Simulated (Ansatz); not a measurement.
Bulk modulus (GPa) of solids drawn from the class of oxides, at two levels: PBE in Ansatz (PAW), and r²SCAN (Ansatz, a quantum-chemistry and plane-wave program, plane waves, PAW).

```tsv
solid	PBE	r²SCAN	shift (%)
rutile CrO₂	230	253	+10.0
rock-salt SrO	84.6	93.6	+10.6
stishovite (SiO2)	258	302	+17.1
anatase TiO₂ (metastable phase)	173	190	+9.8
rutile PbO₂	106	134	+26
A-type hexagonal La₂O₃	109	116	+6.4
α-quartz (SiO2)	31.7	37.8	+19.2
corundum Ga₂O₃ (metastable phase)	199	234	+17.6
rock-salt MgO	149	167	+12.1
cubic perovskite KTaO₃	188	209	+11.2
```

The shifts run from +6.4 % to +26 %, with a median of +11.6 %.

Over all 10 rows r²SCAN is the larger in 10.

Ansatz's runs of these crystals have no spin polarisation, but for rutile CrO2.

Density-functional runs with spin start from parallel moments for rutile CrO2.

Spin–orbit coupling is left out, also for the solids with elements from indium on (rutile PbO2, A-type hexagonal La2O3, cubic perovskite KTaO3); its size isn't shown.

Each level is taken at its own relaxed cell. Ansatz's density-functional and Hartree–Fock values are scalar-relativistic unless marked +SOC, with PAW data made under PBE.
